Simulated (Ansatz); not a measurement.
Geometry optimisation, UHF/def2-SVP (Ansatz 0.2.0).

The input (input.yaml):

```yaml
crystal:
  periodic: [false, false, false]
  atoms:
    - { symbol: Si, position_ang: [0.0, 0.0, 0.0] }
    - { symbol: H, position_ang: [0.0, 0.0, 1.71] }
    - { symbol: F, position_ang: [1.4994, 0.0, -0.5295] }
    - { symbol: H, position_ang: [-0.6877, 1.1914, -0.4862] }
    - { symbol: H, position_ang: [-0.6877, -1.1914, -0.4862] }
    - { symbol: O, position_ang: [0.0, 0.0, 3.02] }
    - { symbol: H, position_ang: [-0.5144, -0.8011, 3.3571] }
magnetization:
  spin_polarized: true
  initial_magnetization: 1
basis:
  gaussian: { orbitals: def2-SVP }
hamiltonian:
  xc: hf
relax:
  f_tol: 0.15
  max_steps: 25
  restrain:
    - { distance: [1, 5], at: 2.21, k: 30.0 }
    - { distance: [0, 1], at: 1.46, k: 30.0 }
```

Launched with:

```bash
$ ansatz run input.yaml --threads 1 --pin off --max-ram 2048MiB --backend cpu --events-out ev --progress --plain --runs-dir out
```

Where does it end, and by what steps?

It converged. The restraints hold the end off the free minimum; the threshold counts their pulls, which the force column leaves out. Restrained pairs: H2–O6 (1.31 → 2.22 Å), Si1–H2 (1.71 → 1.47 Å). After 7 steps the energy has fallen by 1.132 eV (the restraints' own energy left out); O6 moved furthest, 0.59 Å.

| step | energy less start (eV) | largest force component (eV/Å) | accepted |
| --- | --- | --- | --- |
| 0 | 0.0000 | 1.977 | yes |
| 1 | -0.7728 | 1.425 | yes |
| 2 | -0.9487 | 1.719 | yes |
| 3 | -1.1060 | 0.518 | yes |
| 4 | -1.0730 | 2.554 | no |
| 5 | -1.1136 | 0.877 | yes |
| 6 | -1.1251 | 0.243 | yes |
| 7 | -1.1319 | 0.242 | yes |

```xyz
7
Properties=species:S:1:pos:R:3
Si -0.006 0.017 -0.113
H 0.017 -0.004 1.352
F 1.508 -0.036 -0.660
H -0.632 1.255 -0.611
H -0.716 -1.168 -0.634
O -0.246 0.039 3.554
H -0.314 -0.904 3.697
```

The run took 8.2 s on 1 thread of Intel(R) Xeon(R) 6975P-C (Granite Rapids), with other jobs on the host, peak memory 0.14 GiB.
